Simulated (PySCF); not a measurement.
# C3H7Cl (Propane, 1-chloro-): the cost of one run

The runs use PySCF 2.14.0, with density-fitted response routines of our own; the level of theory stands in each step. All values are computed, except where a source is named. Atoms count from 0, in the outputs and in this text.

## 1. The starting structure

11 atoms, charge 0, multiplicity 1; geometry from: MMFF94s. The atoms were then displaced at random by about 0.03 Å, so the start is not that level's minimum.

Bonds of the start (Å): C0–C1 1.43, C1–C2 1.48, C2–Cl3 1.83, C0–H4 1.07, C0–H5 1.13, C0–H6 1.16, C1–H7 1.11, C1–H8 1.10, C2–H9 1.15, C2–H10 1.11.

## 2. Geometry optimisation at PBE0-D3(BJ)/def2-SVP

What the job is given:

```
{"job": {"xc": "PBE0", "basis": "def2-SVP", "d3": "d3bj", "grid": 1, "shake": 0.03, "kind": "geom"}, "charge": 0, "multiplicity": 1}
C     -1.197770     0.231470     0.037180
C     -0.069850    -0.580930    -0.290470
C      1.195740    -0.017690     0.237350
Cl     1.822840     1.513740    -0.548730
H     -1.363150     0.457580     1.070210
H     -2.186980    -0.165310    -0.330370
H     -1.162570     1.274030    -0.472270
H      0.069330    -0.700190    -1.382710
H     -0.226670    -1.539730     0.217620
H      1.176430     0.176800     1.367760
H      2.040720    -0.735250     0.125330
```

Command:

```sh
> OMP_NUM_THREADS=1 python probes_run.py task.json out
```

The driver reads the jobs from task.json and runs them one after another.

Q: Estimate the wall time and peak memory of this first job on 1 thread of Arm Neoverse V1, shared host.

About 25 s, with a peak of 0.38 GiB.
